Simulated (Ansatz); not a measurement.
Li3H3. The state is a singlet with charge 0. Geometry r2SCAN-D4/def2-TZVP; atoms count from 1.

```xyz
6

Li    1.5684    1.6957   -2.0323
Li    0.2084   -0.1987    0.0002
Li   -1.2065    1.7838   -0.6327
H     0.0416   -1.7681    1.2583
H    -1.3455    0.4119    0.3959
H     0.7337   -1.9246    1.0105
```

The restricted singlet is unstable towards broken spin symmetry in Hartree–Fock (as tested in another run); at PBE0-D4/def2-TZVP this wasn't settled. In the singlet, H4 and H6 lie 0.75 Å apart (atoms count from 1), so H2 has formed as a molecule. Another isomer (singlet) lies 1.71 eV lower at PBE0-D4/def2-TZVP; other spin states weren't run for this one.

Q: Estimate the Mulliken populations from the PBE0/def2-TZVP orbitals of Ansatz.

A: 
| atom | charge (e) |
| --- | --- |
| Li1 | -0.12 |
| Li2 | 0.25 |
| Li3 | 0.30 |
| H4 | 0.06 |
| H5 | -0.48 |
| H6 | -0.01 |
Mulliken values and Mayer orders depend strongly on the basis.

Q: And the Mayer bond orders between bonded heavy atoms (over 0.3)?

A: Li1–Li2 0.48 (3.09 Å); Li1–Li3 0.49 (3.11 Å).
